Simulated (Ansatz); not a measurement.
**Heat of formation of CClF3 (SMILES FC(F)(F)Cl) from total energies**

CClF3 has 5 atoms, charge 0, and is taken as a singlet. SMILES: `FC(F)(F)Cl`. The shape is that of a PBE0-D4/def2-TZVP optimisation.

Total energies at B2PLYP/def2-SVPD, 9 core orbitals frozen (Ansatz 0.2.0); the atoms run unrestricted:

```tsv
species	state	energy (Eh)
CClF3	singlet	-797.068704
F	doublet	-99.584573
C	triplet	-37.778074
Cl	doublet	-459.859256
```

Harmonic wavenumbers at PBE0-D4/def2-TZVP, in cm⁻¹: 348, 348, 475, 565, 565, 795, 1112, 1240, 1240.

Measured heats of formation of the gaseous atoms at 298.15 K, in kJ/mol: F 79.4, C 716.9, Cl 121.3. Spin-orbit lowering of the atoms at 298 K (mean of the ground term's levels less their thermal mean, from spectra), in kJ/mol: F 1.29, C 0.02, Cl 3.44. Take 1 Eh = 2625.50 kJ/mol, 1 cm⁻¹ = 0.0119627 kJ/mol, RT = 2.479 kJ/mol.

Task: Work out the heat of formation of the gas at 298 K.

Result: 
1. Electronic atomisation energy: 3 × (-99.584573) + (-37.778074) + (-459.859256) − (-797.068704) = 0.677655 Eh = 1779.2 kJ/mol.
2. Zero-point energy: half the sum of the wavenumbers, 3344 cm⁻¹ = 40.0 kJ/mol.
3. Thermal vibrational enthalpy, Σ hcν̃/(exp(hcν̃/kT) − 1): 3.8 kJ/mol. Translation, rotation and pV of a non-linear molecule: 4 RT = 9.9 kJ/mol.
4. The 5 free atoms carry 5/2 RT each: 31.0 kJ/mol.
5. Spin-orbit coupling lowers the free atoms by 3 × 1.29 + 0.02 + 3.44 = 7.3 kJ/mol.
6. Atomisation enthalpy at 298 K: 1779.2 − 7.3 − 40.0 − 3.8 − 9.9 + 31.0 = 1749.2 kJ/mol.
7. Sum of the atoms' heats of formation: 1076.4 kJ/mol. Heat of formation: 1076.4 − 1749.2 = -672.8 kJ/mol.

The tabulated value is -710.3 kJ/mol (Active Thermochemical Tables), so this level is off by +37.5 kJ/mol, or 2.1 % of the atomisation enthalpy. A double-zeta basis underbinds. Anharmonicity and any spin-orbit splitting of the molecule are left out, and so is core correlation.
